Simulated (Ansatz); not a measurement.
## BSiNH, quartet in cc-pVDZ: errors against UCCSDT(Q)

Geometry: a PBE0/def2-TZVP stationary point for this spin, not checked as a minimum. The doublet lies 3.0 eV lower here.

```
atom   x (Å)    y (Å)    z (Å)
   N  0.0000  -0.7598   0.6654
   B  0.0000   0.4740   1.1778
  Si  0.0000   0.1517  -0.8595
   H  0.0000   1.2476   2.0700
```

Basis cc-pVDZ; Ansatz 0.2.0. Correlated methods freeze the noble-gas cores, which leaves 13 electrons in 44 orbitals. R marks a restricted (for open shells ROHF) determinant, U an unrestricted one.

Full CI isn't at hand for all of this; UCCSDT(Q) serves as the reference, and is uncertain by about the last step of the cluster series. The frozen core follows each run's orbitals, which can shift R against U totals by a few meV.

For open shells CISD is restricted-active-space CI with the open shells as a complete middle space.

- UHF ⟨S²⟩: 3.810
- T1 diagnostic (RCCSD): 0.0309
- largest doubles amplitude (RCCSD): 0.063
- T1 diagnostic (UCCSD): 0.0314

```csv
level,E − E(RHF) (eV)
UHF,-0.2183
RMP2,-8.1154
UMP2,-7.9516
RCCSD,-8.6029
UCCSD,-8.6180
RCCSD(T),-9.0167
UCCSD(T),-9.0120
```

(1) Estimate how far UCCSDT(Q) in cc-pVDZ lies from RCCSD(T). The table doesn't fix it; the size of (T) and the diagnostics are the guide.

(1) UCCSDT(Q) in cc-pVDZ lies 68 meV below RCCSD(T), which is 17 % of the (T) step (-414 meV). T1 is raised, but (T) still catches most of what CCSD lacks. The miss exceeds 1 kcal/mol.

The other levels:

```csv
level,E − E(UCCSDT(Q)) (meV),share of correlation (%),wall time
CISD,1253,86.21,15 s
BCCD(T),69,99.24,7 s
RCCSDT,43,99.52,–
UCCSDT,41,99.55,–
RCCSDT(Q),5,99.94,66 s
```

The correlation energy at UCCSDT(Q), counted from RHF, is -9.085 eV. That run took 56 s on 1 thread of Arm Neoverse V2, shared host.

Times hold each run's SCF and search for its determinant on a shared host, so for small cases they say little of a method's own cost; they ran on 1 thread of Arm Neoverse V2.
